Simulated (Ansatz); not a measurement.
Q: Name a neutral molecule of C and H with zero-point energy (PBE0-D4/def2-TZVP) between 229 and 245 kJ/mol and size of the dipole moment (PBE/def2-TZVPP) between 0.25 and 0.55 D (Ansatz, PBE0-D4/def2-TZVP geometry).

A: `C1=C[C@H]2C[C@@H]12` (242.2 kJ/mol, 0.48 D). Other molecules can fit too; these were computed, each in one conformer that needn't be the lowest.
